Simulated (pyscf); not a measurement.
Optimised with ωB97X-D3(BJ)/def2-SVP in PySCF. Correlated levels are frozen-core, on RHF or UHF. ΔMP2 is the change of the MP2 total energy from the triple- to the quadruple-zeta basis.

Task: Estimate the classical barrier height and the reaction energy of H₂C=CH–SeH → H₂Se + acetylene (HC≡CH) at CCSD(T)/def2-TZVPP + ΔMP2(QZVPP). The step runs on the singlet surface, breaks C–Se, C–H and forms H–Se; take the reactant's lowest minimum found as zero.

Result: ΔE‡ = 82.6 kcal/mol, ΔE = +35.2 kcal/mol. Zero-point energy shifts the barrier by -5.6 kcal/mol. It is an elimination, with an imaginary mode of 1184i cm⁻¹. The same reactants have a lower exit, to •HC=CH₂ + SeH• (no saddle counted: cutting one bond costs +78.2 kcal/mol at ωB97M-D3(BJ), against +86.2 kcal/mol here). H₂C=CH–SeH lies 5.6 kcal/mol over its isomer cyclic C₂H₄Se (SMILES C1C[Se]1), and others may lie lower still (electronic energy, ωB97M-D3(BJ)). This is the saddle that the search found; another between the same sides may lie lower. The CCSD(T) − MP2 part came from Ansatz, without density fitting, on the same reference. The frozen core leaves the outer d or s,p core shells of the metals and heavy elements correlated in the MP2 and CC values, and def2-TZVPP describes them poorly, which can shift differences by a few kcal/mol. Elements up to Kr have no core potential and no relativistic terms here.
